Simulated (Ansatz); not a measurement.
# Si3: the cost of one run

Computed with Ansatz 0.2.0, Gaussian basis. Level: cc-pVTZ, core rule «outside noble gas», up to 15 orbitals frozen.

Plan: UHF; CCSD(T) on RHF; CCSD(T) on UHF; BCCD(T) on RHF; CCSDT(Q) on RHF; CCSDT(Q) on UHF; CASSCF and NEVPT2, 12 electrons in 12 orbitals.

4 further runs of the same task are left out: 4 set aside as unsound or not needed.

## Step 1: What is computed

The geometry is a PBE0/def2-TZVP stationary point (not a proven minimum).

3 atoms, charge 0, spin multiplicity 1.

Atoms are counted from 1 here; the program's logs count them from 0.

Bond lengths: Si1–Si2 2.170 Å, Si2–Si3 2.170 Å. Angles: Si1–Si2–Si3 78.5°.

## Step 2: UHF

Input file in.yaml:

```yaml
crystal:
  periodic: [false, false, false]
  atoms:
    - {symbol: Si, position_ang: [0.000000, -0.560103, 1.373751]}
    - {symbol: Si, position_ang: [0.000000, 1.120206, 0.000000]}
    - {symbol: Si, position_ang: [0.000000, -0.560103, -1.373751]}
basis:
  gaussian: {orbitals: cc-pVTZ}
magnetization: {spin_polarized: true, initial_magnetization: 0}
hamiltonian: {xc: hf}
output: {orbitals: {seedname: orbitals}}
```

Command:

```sh
ansatz run in.yaml --threads 1 --pin off --events-out ev --progress --plain --max-ram 3968MiB --backend cpu
```

What time and memory should one allow on 1 thread of AMD EPYC 7R13, shared host?

About 25 s, with a peak of 0.34 GiB.
